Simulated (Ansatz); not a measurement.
`BBO`, relaxed with RKS PBE0-D4/def2-TZVP in Ansatz 0.2.0 from a PBE-D4/def2-SVP geometry. The force threshold is 0.005 eV/Å; the program also tests the step.

Total charge 0; spin multiplicity 1.

Start:

```xyz
7

B    -0.283    0.195    1.166
B     0.246   -0.048   -0.407
O    -0.544   -0.369   -1.473
H    -0.289   -0.701    1.995
H    -0.563    1.304    1.593
H     1.465    0.084   -0.578
H    -0.032   -0.465   -2.297
```

(1) How much energy does the relaxation release, and in how many steps? (An estimate is asked.)

(2) Which bonds change most? (An estimate is asked.)

(3) Give the relaxed structure. (An estimate is asked.)

Answers

(1) The calculation gave: 0.61 kcal/mol, in 5 steps.

(2) Computed: B2–H6 from 1.238 to 1.214 Å; B1–H4 from 1.221 to 1.200 Å; B1–H5 from 1.221 to 1.200 Å; O3–H7 from 0.975 to 0.960 Å.

(3) Computed: 
```xyz
7

B    -0.277    0.195    1.162
B     0.280   -0.041   -0.395
O    -0.529   -0.360   -1.437
H    -0.308   -0.693    1.967
H    -0.578    1.282    1.571
H     1.471    0.080   -0.600
H    -0.059   -0.463   -2.268
```
